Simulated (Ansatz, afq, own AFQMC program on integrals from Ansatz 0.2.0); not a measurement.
Integrals from Ansatz 0.2.0, then the random walk in our own AFQMC program (afq).

```yaml
crystal:
  periodic: [false, false, false]
  atoms:
    - {symbol: Si, position_ang: [-1.171874, 0.006317, 0.021992]}
    - {symbol: Al, position_ang: [1.416563, -0.007636, -0.026584]}
    - {symbol: H, position_ang: [-1.748562, 1.388936, 0.007564]}
    - {symbol: H, position_ang: [-1.736469, -0.658410, 1.240098]}
    - {symbol: H, position_ang: [-1.781536, -0.702136, -1.148828]}
basis:
  gaussian: {orbitals: cc-pVDZ}
magnetization: {spin_polarized: true, initial_magnetization: 0}
correlation: {method: ccsd_t, electrons: outside_noble_gas, hamiltonian_folder: ham}
```

```sh
$ ansatz run in.yaml --threads 1 --pin off --events-out ev --progress --plain --max-ram 24576MiB --backend cuda --devices 0, --max-vram 18GiB
```

Options of the walk:

```
--method phaseless --trial hf --walkers 4000 --populations 20 --least-time 40 --time-step 0.005 --steps-per-block 20 --equilibration-blocks 112 --max-blocks 4000 --target-error 0.0009500 --factor-cut 1e-05 --start spin_pure --seed 4380 --taylor-order 6
```

Times are imaginary, in 1/Eh. The walk had a cap of 49 s. With eight or more populations the least sampling time is a fifth of least-time, and the error comes from their spread.

Log:

```
orbitals 41  electrons 5 5  factors 305 of 493
reference energy -532.55145509 Eh
CCSD correlation -0.19359185 Eh in 12 cycles, weight of the determinant in the CISD state 0.8537
energy of the start -532.551455 Eh
 block  time / (1/Eh)  mean weight  energy / Eh
     1     0.100  1.0007  -532.580260
     2     0.200  1.0009  -532.603848
     3     0.300  1.0013  -532.623205
     4     0.400  1.0011  -532.639901
     5     0.500  1.0008  -532.654373
     7     0.700  1.0009  -532.676322
     9     0.900  1.0002  -532.690393
    13     1.300  1.0001  -532.709287
    19     1.900  1.0005  -532.727408
    25     2.500  1.0000  -532.737255
    31     3.100  0.9998  -532.742685
    37     3.700  0.9999  -532.744620
    43     4.300  1.0000  -532.745689
    49     4.900  1.0000  -532.745056
    55     5.500  0.9999  -532.749094
    61     6.100  0.9996  -532.749961
    67     6.700  1.0000  -532.752343
    73     7.300  1.0002  -532.759464
    79     7.900  1.0001  -532.754314
    85     8.500  0.9999  -532.753531
    91     9.100  1.0004  -532.750290
    97     9.700  1.0000  -532.751579
   103    10.300  0.9998  -532.748019
   109    10.900  0.9998  -532.752683
   115    11.500  0.9999  -532.752547
   121    12.100  0.9999  -532.752254
   127    12.700  0.9999  -532.754548
   133    13.300  1.0001  -532.755626
   139    13.900  1.0003  -532.752495
   145    14.500  1.0000  -532.757123
   151    15.100  1.0000  -532.750965
   157    15.700  1.0002  -532.750682
error from the spread of 20 populations
energy -532.752563 +/- 0.001395 Eh
(rows thinned)
```

The time cap ended the run before it passed its tests.

Against this walk (error 38.0 meV) on the same determinant: CCSD(T) 74.3 meV higher (within the noise), CCSDT(Q) 39.4 meV higher (within the noise), CCSDTQ 38.6 meV higher (within the noise), a separate phaseless walk with a CISD trial and standard settings 56.3 ± 38.0 meV higher (within the noise). The error is statistical and leaves out the bias of the constraint.

Cautions: constraint bias not in the error; error not settled; error above the target (38.0 against 25.9 meV); an unrestricted solution with more broken spin lies lower (28 meV, ⟨S²⟩ 0.25), while this determinant keeps restricted orbitals; the sampling time fell short of the least asked.

The walk took 50 s on 1 × NVIDIA H100 80GB HBM3 with 2 threads of AMD EPYC 7R13 Processor (Zen 3), with other jobs on the host (the card was shared). The log's last line is the phaseless energy.

CCSDT and higher add their correlation energy to the determinant of the CCSD(T) run, since their own runs factorise the integrals more tightly (a shift of under 2 meV). A walk keeps the symmetry of its determinant, which the program's search chose and which needn't be the lowest solution, so a lower state of the same spin and another symmetry isn't excluded.
